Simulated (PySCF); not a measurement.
Compound: CFCl3.
Z-matrix (Å and degrees, GFN2-xTB geometry), rows numbered from 1:
```
F 
C   1  1.3373
Cl  2  1.7710  1  108.58
Cl  2  1.7710  1  108.55  3   120.02
Cl  2  1.7708  1  108.52  3  -120.01
```

The calculation used B3LYP/Sadlej pVTZ in PySCF (dipole) on a GFN2-xTB geometry, gas phase.

Masses are those of the commonest isotopes; rigid-rotor values at the optimised geometry. 

Problem. What are A, B and C (MHz)?

Solution. Ia = 206.75, Ib = 206.79, Ic = 295.71 u·Å²; 505379 MHz·u·Å²/I gives A = 2444, B = 2444, C = 1709 MHz.

Problem. What kind of rotor is it?

Solution. An oblate symmetric top, as the point group C3v requires two equal moments: κ = (2 × 2444 − 2444 − 1709)/(2444 − 1709) = 1.00.

Problem. What does the inertial defect say?

Solution. Not planar: Δ = Ic − Ia − Ib = -117.84 u·Å². For a rigid frame Δ = −2 Σ m c², so Σ m c² = 58.92 u·Å² lies off the ab plane. The atom farthest from that plane is 1.59 Å away.

Problem. Give the other two planar moments, Paa and Pbb, and the rms extents of the mass along the axes.

Solution. Paa = Σ m a² = (Ib + Ic − Ia)/2 = 147.88 and Pbb = Σ m b² = (Ia + Ic − Ib)/2 = 147.83 u·Å². With the mass M = 135.90 u, the rms extents √(P/M) along a, b and c are 1.04, 1.04, 0.66 Å.

Problem. Where do the R-branch lines fall?

Solution. The dipole of 0.39 D lies along the symmetry axis, so ΔK = 0 and J+1 ← J falls at 2B(J+1) for every K: 4.89 GHz, 9.78 GHz, 14.66 GHz, 19.55 GHz, 24.44 GHz for J = 0 to 4.

Problem. Estimate the classical rotational partition function at 50 K, 200 K and 500 K.

Solution. Point group C3v, symmetry number σ = 3; q = (√π/σ)·√((kT/h)³/(ABC)), k/h = 20836.6 MHz/K: 6220 at 50 K, 49700 at 200 K, 197000 at 500 K.

Not checked by GFN2-xTB frequencies. These are rigid-rotor constants of the computed structure; measured ground-state constants (B0) also hold zero-point vibration.
